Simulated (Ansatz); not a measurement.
## Relaxing I

All numbers below come from DFT r2SCAN, scalar-relativistic, plane waves, PAW (Ansatz 0.2.0). Cutoff 500 eV, Γ-centred k mesh, Gaussian smearing, no spin polarisation in the final step.

The start puts I on the fcc structure type (Fm-3m, No. 225), at a guessed volume.

```
I
1.0
     0.00000    2.86643    2.86643
     2.86643    0.00000    2.86643
     2.86643    2.86643    0.00000
I
1
Direct
  0.00000 0.00000 0.00000
```

Steps on the 12×12×12 mesh (1 atom). 6 of 6 steps are shown, and the free energy counts from the last. Trial steps that were taken back and renewals of the plane-wave basis can be among the rows.

```tsv
step	ΔF (meV/atom)	V (Å³/atom)	P (GPa)
1	166.9	47.10	-3.32
2	87.1	43.09	-2.94
3	3.7	36.92	-0.94
4	0.4	34.58	0.65
5	-1.1	35.39	0.03
6	0.0	35.39	0.01
```

A final relaxation ran on a 14×14×14 mesh. The relaxed crystal, Fm-3m (No. 225):

```cif
data_structure
_symmetry_space_group_name_H-M 'Fm-3m'
_symmetry_Int_Tables_number 225
_cell_length_a 5.2116
_cell_length_b 5.2116
_cell_length_c 5.2116
_cell_angle_alpha 90.000
_cell_angle_beta 90.000
_cell_angle_gamma 90.000
_cell_volume 141.55
loop_
_atom_site_label
_atom_site_type_symbol
_atom_site_symmetry_multiplicity
_atom_site_Wyckoff_symbol
_atom_site_fract_x
_atom_site_fract_y
_atom_site_fract_z
_atom_site_occupancy
I1 I 4 a 0.00000 0.00000 0.00000 1
```

For I, the volume per atom is 35.39 Å³, the density is 5.95 g/cm³ and the energy over the standard structure is 0.53 eV/atom. The gap on the 14×14×14 mesh is 0 eV (a metal).

Energies count from the standard state of I at the same level.

The final run used a 14×14×14 mesh on its 1-atom cell and 0.10 eV smearing. The k mesh leaves about 4 meV/atom of noise in metals. Spin–orbit coupling is left out.

Symmetry constrained the relaxation, so the result can be a saddle point.